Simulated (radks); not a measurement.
**O²⁺ in [He] 2s2 2p2: an all-electron calculation**

Wanted: eigenvalues, radial structure and energy terms of the oxygen ion O2+.

Program: radks (a radial shooting solver on a logarithmic mesh, Libxc functionals) version 1. Level of theory: non-relativistic Kohn-Sham, TPSS, spin-polarised, spherical densities, point nucleus; open shells are filled with parallel spins first. These are calculated values, not measurements, unless marked.

**1. Starting point**

```
element       : oxygen (Z = 8)
charge        : +2
electrons     : 6
configuration : [He] 2s2 2p2
```

Outer shells as boxes (Hund's rule):

O²⁺
```
[He] core
2s [↑↓]
2p [↑ ][↑ ][  ]
```

**2. Self-consistent calculation**

The run's settings:

```text
Z 8
configuration [He] 2s2 2p2
relativity non-relativistic
functional tpss,tpss
spin polarised
nucleus point
```

The run is started by

```bash
$ python run_ks.py task.json out
```

All runs below come from this command, one after another.

**Question.** What will this run give?

The runs gave:

| quantity | value |
| --- | --- |
| total energy | -73.28033 hartree |
| exchange-correlation share of it | 10.20 % |
| −T/E | 0.9980 |
| highest occupied level | 2p up, -45.290 eV |
| most extended occupied level | 2s down, <r> = 1.05 bohr |
| radius at density 0.001 e/bohr³ | 2.56 bohr |
| maxima of the radial density | 2 |
| ionisation energy, NIST | 54.936 (semi-emp.) eV |

2 principal shells are occupied and 2 maxima appear in the radial density. −T/E = 0.9980, near the virial value of 1. The top level binds by 45.290 eV, 82 % of the NIST ionisation energy of 54.936 eV; the potential of a semilocal functional falls off too fast, so its top eigenvalue is too shallow. Open shells are spherical and high-spin; term and fine-structure splittings are not resolved.
